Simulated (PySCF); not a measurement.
Some computed properties have been withheld. Give your best values.

Compound: AlH (singlet state).
Atom-mapped SMILES: `[AlH:1]` (hydrogens: H2 on Al1)

```tsv
property	level	value
point group	PBE0-D3(BJ)/def2-SVP	?
rotational constant B (linear)	PBE0-D3(BJ)/def2-SVP	?
dipole moment	PBE0/pcSseg-1	?
HOMO energy	PBE0/pcSseg-1	?
LUMO energy	PBE0/pcSseg-1	-1.84 eV
1H chemical shifts (computed TMS as zero) by class	GIAO PBE0/pcSseg-1	?
isotropic shieldings of nuclei other than C and H, by class	GIAO PBE0/pcSseg-1	?
```

Electronic properties: PySCF, gas phase, density fitting. Isolated species at its PBE0-D3(BJ)/def2-SVP geometry, gas phase.

(1) The dipole moment?

(2) The HOMO energy?

(3) Give the rotational constant B (linear).

(4) Give the isotropic shieldings of nuclei other than C and H, by class.

(5) What are the 1H chemical shifts (computed TMS as zero) by class?

(6) The point group?

Answers

(1) 0.01 D.

(2) -5.81 eV.

(3) 187.144 GHz.

(4) 73 (Al1) ppm.

(5) 8.93 (H2) ppm.

(6) C∞v.

For a rigid linear rotor the levels are B·J(J + 1), so J = 1 lies 2B = 374.29 GHz above J = 0.

For the NMR shielding job (PBE0/pcSseg-1), cost: under 1 s of CPU time on one thread; the machine was shared, so the figure is rough.
